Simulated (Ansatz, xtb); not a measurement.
## Relative energy of two isomers of C4H8N2

We compare a, `[H]/N=C(\C=C)CN`, a singlet, with b, `C=C/C(N)=C/N`, a singlet. Both are isolated molecules in the gas phase, relaxed with B3LYP-D3(BJ)/def2-SVP; the shapes shown needn't be the lowest conformers.

a (Å):

```yaml
atoms:
  - { symbol: C, position_ang: [1.9493, -0.0254, 2.1509] }
  - { symbol: C, position_ang: [0.6910, -0.2134, 1.7298] }
  - { symbol: C, position_ang: [0.1928, 0.0140, 0.3547] }
  - { symbol: C, position_ang: [1.1698, 0.5062, -0.7090] }
  - { symbol: N, position_ang: [-1.0233, -0.1823, 0.0075] }
  - { symbol: N, position_ang: [0.6170, 0.7096, -2.0315] }
  - { symbol: H, position_ang: [2.2311, -0.2187, 3.1890] }
  - { symbol: H, position_ang: [2.7421, 0.3254, 1.4857] }
  - { symbol: H, position_ang: [-0.0641, -0.5677, 2.4430] }
  - { symbol: H, position_ang: [-1.5783, -0.5108, 0.8070] }
  - { symbol: H, position_ang: [1.6230, 1.4485, -0.3514] }
  - { symbol: H, position_ang: [2.0068, -0.2132, -0.7674] }
  - { symbol: H, position_ang: [-0.1714, 1.3544, -1.9530] }
  - { symbol: H, position_ang: [0.1781, -0.1624, -2.3325] }
```

b (Å):

```xyz
14

C     1.4767   -1.9673    0.7218
C     1.8030   -0.6826    0.9641
C     1.0149    0.4808    0.5972
C     1.4088    1.7435    0.9256
N    -0.2159    0.3539   -0.1317
N     0.6661    2.8634    0.6599
H     0.5412   -2.2349    0.2224
H     2.1324   -2.7879    1.0194
H     2.7482   -0.4683    1.4781
H    -0.0982   -0.2836   -0.9209
H    -0.9455   -0.0596    0.4535
H     2.3393    1.8993    1.4796
H    -0.0924    2.6948    0.0017
H     1.1539    3.7452    0.5623
```

Which of the two would you expect CCSD(T)/def2-SVP + ΔMP2/def2-TZVPP electronic energies to favour?

CCSD(T)/def2-SVP + ΔMP2/def2-TZVPP gives E(b) − E(a) = −1.50 kcal/mol, favouring structure b, but this leans on the basis-set step: CCSD(T) alone gives −0.34 kcal/mol.

How the difference moves with the method:

| level | geometry | E(b) − E(a) (kcal/mol) | departure from the last row (kcal/mol) | job, with rough time for the two |
| --- | --- | --- | --- | --- |
| B3LYP-D3(BJ)/def2-SVP | B3LYP-D3(BJ)/def2-SVP | −5.62 | −4.12 | optimisation, 3.9 min |
| HF/def2-SVP | B3LYP-D3(BJ)/def2-SVP | −1.08 | +0.42 | part of the CCSD(T) run |
| MP2/def2-SVP | B3LYP-D3(BJ)/def2-SVP | −2.30 | −0.80 | part of the CCSD(T) run |
| CCSD(T)/def2-SVP | B3LYP-D3(BJ)/def2-SVP | −0.34 | +1.16 | single point |
| CCSD(T)/def2-SVP + ΔMP2/def2-TZVPP | B3LYP-D3(BJ)/def2-SVP | −1.50 |  | single point, 3.3 min |

As drawn, b has 1 C=C, 1 C–N, 1 N–H in place of 1 C=N, 1 C–C, 1 C–H.

CCSD(T)/def2-SVP finds them nearly level. The largest departure from CCSD(T)/def2-SVP + ΔMP2/def2-TZVPP is that of B3LYP-D3(BJ)/def2-SVP, 4.12 kcal/mol. No reliable frequencies are at hand for b, so it isn't confirmed as a minimum. Levels run at GFN2-xTB geometries aren't shown. The last row adds to CCSD(T) the change of the MP2 difference between the two basis sets, here −1.16 kcal/mol.

The correlated steps freeze 6 core orbitals. Codes used: Ansatz 0.2.0, xtb 6.7.1; the last row on 2 threads of AMD EPYC (Zen 3) on a shared host.
